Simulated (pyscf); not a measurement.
Thermochemistry of product channels of `[OH][Al]` [singlet] + `[CH3]` [doublet] on the doublet surface, in kJ/mol, from CCSD(T)/def2-TZVPP + ΔMP2(QZVPP) energies (ideal gas, 1 atm, RRHO with modes under 100 cm⁻¹ raised to 100, one conformer, R ln 2 for rigid chiral ones). Optimised with ωB97X-D3(BJ)/def2-SVP in PySCF. Correlated levels are frozen-core, on RHF or UHF. ΔMP2 is the change of the MP2 total energy from the triple- to the quadruple-zeta basis.

```csv
products,ΔE,ΔH(298 K),ΔG(298 K),ΔG(900 K)
`[CH3][Al][OH]` [doublet],-151.8,-140.7,-104.5,-30.9
`[CH3][AlH][O]` [doublet],+7.6,+7.8,+44.1,___
```

Question: Complete the blanks.

Answer: 
- `[CH3][AlH][O]` [doublet], ΔG(900 K): +117.9

These are energies of the channels, which say nothing of barriers. The CCSD(T) − MP2 part came from Ansatz, without density fitting, on the same reference.
